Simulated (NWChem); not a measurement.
System: C anion, quartet

Input file for NWChem:

```
start job
memory heap 200 mb stack 900 mb global 1100 mb
charge -1
geometry units angstroms noautoz
  C      0.000000     0.000000     0.000000
end
basis spherical
  * library def2-tzvpd
end
dft
  odft
  mult 4
  xc hfexch
  iterations 150
  mulliken
end
task dft gradient
```

NWChem printed, in part:

```
             Northwest Computational Chemistry Package (NWChem) 7.3.0
             --------------------------------------------------------

                             Geometry "geometry" -> ""
                             -------------------------

 Output coordinates in angstroms (scale by  1.889725989 to convert to a.u.)

  No.       Tag          Charge          X              Y              Z
 ---- ---------------- ---------- -------------- -------------- --------------
    1 C                    6.0000     0.00000000     0.00000000     0.00000000

 Effective nuclear repulsion energy (a.u.)       0.0000000000

  xc_inp: hfexch multiplicative factor not found.

                                 NWChem DFT Module
                                 -----------------

 Summary of "ao basis" -> "ao basis" (spherical)
 ------------------------------------------------------------------------------
       Tag                 Description            Shells   Functions and Types
 ---------------- ------------------------------  ------  ---------------------
 C                         def2-tzvpd               13       37   6s3p3d1f

            General Information
            -------------------
          SCF calculation type: DFT
          Wavefunction type:  spin polarized.
          No. of atoms     :     1
          No. of electrons :     7
           Alpha electrons :     5
            Beta electrons :     2
          Charge           :    -1
          Spin multiplicity:     4
          Use of symmetry is: off; symmetry adaption is: off
          Maximum number of iterations: 150
          AO basis - number of functions:    37
                     number of shells:    13
          Convergence on energy requested:  1.00D-06
          Convergence on density requested:  1.00D-05
          Convergence on gradient requested:  5.00D-04

              XC Information
              --------------
                     Hartree-Fock (Exact) Exchange  1.000

      Superposition of Atomic Density Guess
      -------------------------------------

 Sum of atomic energies:         -37.67133073

 Renormalizing density from       6.00 to      7

      Non-variational initial energy
      ------------------------------

 Total energy =     -40.985224
 1-e energy   =     -58.827261
 2-e energy   =      17.842037
 HOMO         =       0.352841
 LUMO         =       0.352841

     ---------------------------------------------
      Total Density - Mulliken Population Analysis
     ---------------------------------------------

    Atom       Charge   Shell Charges
 -----------   ------   -------------------------------------------------------
    1 C    6     7.00   0.84  1.13  0.46  0.94 -0.18  1.81  0.20  0.09  1.71  0.00  0.00  0.00  0.00

     --------------------------------------------
      Spin Density - Mulliken Population Analysis
     --------------------------------------------

    Atom       Charge   Shell Charges
 -----------   ------   -------------------------------------------------------
    1 C    6     3.00   0.00 -0.00  0.04 -0.09 -0.65  1.69  0.20  0.09  1.71  0.00  0.00  0.00  0.00

   convergence    iter        energy       DeltaE   RMS-Dens  Diis-err
 ---------------- ----- ----------------- --------- --------- ---------
 d= 0,ls=0.0,diis     1    -37.1745640733 -3.72D+01  5.24D-01  6.07D-01
                                                     9.37D-03  2.63D-01
 d= 0,ls=0.0,diis     2    -37.5944440560 -4.20D-01  7.32D-03  2.44D-01
                                                     5.26D-03  1.05D-01
 d= 0,ls=0.0,diis     3    -37.6952573828 -1.01D-01  2.17D-03  1.00D-02
                                                     2.45D-03  7.37D-03
 d= 0,ls=0.0,diis     4    -37.7029956800 -7.74D-03  7.86D-04  3.76D-04
                                                     8.72D-04  2.10D-04
 d= 0,ls=0.0,diis     5    -37.7036743869 -6.79D-04  6.30D-04  7.95D-05
                                                     6.93D-04  5.62D-05
  Resetting Diis
 d= 0,ls=0.0,diis     6    -37.7038762215 -2.02D-04  1.41D-04  8.38D-06
                                                     1.03D-04  1.43D-06
 d= 0,ls=0.0,diis     7    -37.7038844014 -8.18D-06  5.88D-06  3.95D-08
                                                     1.27D-05  3.23D-08
 d= 0,ls=0.0,diis     8    -37.7038844394 -3.80D-08  3.18D-06  7.92D-09
                                                     3.68D-06  3.88D-09

         Total DFT energy =      -37.703884439391
      One electron energy =      -52.667182564859
           Coulomb energy =       20.259187744281
    Exchange-Corr. energy =       -5.295889618812
 Nuclear repulsion energy =        0.000000000000

 Numeric. integr. density =        0.000000000000

                    DFT Final Alpha Molecular Orbital Analysis
                    ------------------------------------------

 Vector    3  Occ=1.000000D+00  E=-6.669102D-02
              MO Center=  1.2D-15,  2.1D-15,  1.7D-15, r^2= 1.5D+00
   Bfn.  Coefficient  Atom+Function         Bfn.  Coefficient  Atom+Function
  ----- ------------  ---------------      ----- ------------  ---------------
    14      0.417802  1 C  py                 8      0.391563  1 C  py
    11      0.367180  1 C  py                13     -0.096139  1 C  px
     7     -0.090101  1 C  px                10     -0.084490  1 C  px

 Vector    4  Occ=1.000000D+00  E=-6.667123D-02
              MO Center= -1.3D-15,  2.8D-15,  3.6D-15, r^2= 1.5D+00
   Bfn.  Coefficient  Atom+Function         Bfn.  Coefficient  Atom+Function
  ----- ------------  ---------------      ----- ------------  ---------------
    13      0.389013  1 C  px                 7      0.364516  1 C  px
    10      0.341810  1 C  px                15     -0.153030  1 C  pz
     9     -0.143393  1 C  pz                12     -0.134461  1 C  pz
    14      0.098476  1 C  py                 8      0.092275  1 C  py
    11      0.086527  1 C  py

 Vector    5  Occ=1.000000D+00  E=-6.667123D-02
              MO Center= -9.8D-15, -8.0D-15,  4.1D-15, r^2= 1.5D+00
   Bfn.  Coefficient  Atom+Function         Bfn.  Coefficient  Atom+Function
  ----- ------------  ---------------      ----- ------------  ---------------
    15      0.400537  1 C  pz                 9      0.375314  1 C  pz
    12      0.351935  1 C  pz                13      0.154501  1 C  px
     7      0.144772  1 C  px                10      0.135754  1 C  px

 Vector    6  Occ=0.000000D+00  E= 2.674610D-01
              MO Center=  4.1D-15,  2.2D-15, -2.8D-15, r^2= 9.4D+00
   Bfn.  Coefficient  Atom+Function         Bfn.  Coefficient  Atom+Function
  ----- ------------  ---------------      ----- ------------  ---------------
     6     -2.815482  1 C  s                  5      2.772890  1 C  s
     4     -0.716425  1 C  s                  3      0.285527  1 C  s
     2     -0.067802  1 C  s

 Vector    7  Occ=0.000000D+00  E= 4.968819D-01
              MO Center=  2.0D-14,  5.2D-15, -1.1D-14, r^2= 5.7D+00
   Bfn.  Coefficient  Atom+Function         Bfn.  Coefficient  Atom+Function
  ----- ------------  ---------------      ----- ------------  ---------------
    29      0.697098  1 C  d  1              28      0.659331  1 C  d  0
    30     -0.362704  1 C  d  2              27     -0.204994  1 C  d -1
    26     -0.130228  1 C  d -2              24     -0.078114  1 C  d  1
    23     -0.073882  1 C  d  0              25      0.040643  1 C  d  2
    19      0.025502  1 C  d  1

 Vector    8  Occ=0.000000D+00  E= 4.968819D-01
              MO Center= -4.5D-14, -1.4D-14,  5.8D-14, r^2= 5.7D+00
   Bfn.  Coefficient  Atom+Function         Bfn.  Coefficient  Atom+Function
  ----- ------------  ---------------      ----- ------------  ---------------
    29      0.752415  1 C  d  1              28     -0.627120  1 C  d  0
    30      0.308753  1 C  d  2              26      0.198425  1 C  d -2
    27     -0.130727  1 C  d -1              24     -0.084313  1 C  d  1
    23      0.070272  1 C  d  0              25     -0.034598  1 C  d  2
    19      0.027526  1 C  d  1

                     DFT Final Beta Molecular Orbital Analysis
                     -----------------------------------------

 Vector    1  Occ=1.000000D+00  E=-1.089597D+01
              MO Center=  2.3D-20,  3.4D-17, -6.6D-19, r^2= 2.7D-02
   Bfn.  Coefficient  Atom+Function         Bfn.  Coefficient  Atom+Function
  ----- ------------  ---------------      ----- ------------  ---------------
     2      0.613942  1 C  s                  1      0.468809  1 C  s

 Vector    2  Occ=1.000000D+00  E=-1.877086D-01
              MO Center=  2.9D-15,  2.9D-15, -5.7D-15, r^2= 1.2D+00
   Bfn.  Coefficient  Atom+Function         Bfn.  Coefficient  Atom+Function
  ----- ------------  ---------------      ----- ------------  ---------------
     4      0.437244  1 C  s                  3      0.336436  1 C  s
     5      0.255272  1 C  s                  2     -0.215454  1 C  s
     6      0.125718  1 C  s                  1     -0.096404  1 C  s

 Vector    3  Occ=0.000000D+00  E= 2.837230D-01
              MO Center=  3.6D-15,  5.7D-15, -8.7D-15, r^2= 9.6D+00
   Bfn.  Coefficient  Atom+Function         Bfn.  Coefficient  Atom+Function
  ----- ------------  ---------------      ----- ------------  ---------------
     5      3.087214  1 C  s                  6     -2.953787  1 C  s
     4     -0.834767  1 C  s                  3      0.305335  1 C  s
     2     -0.074690  1 C  s                  1     -0.027549  1 C  s

[...]

                         DFT ENERGY GRADIENTS

    atom               coordinates                        gradient
                 x          y          z           x          y          z
   1 C       0.000000   0.000000   0.000000   -0.000000   0.000000   0.000000
```

Level: UHF/def2-TZVPD. No stability test was run on the SCF state.
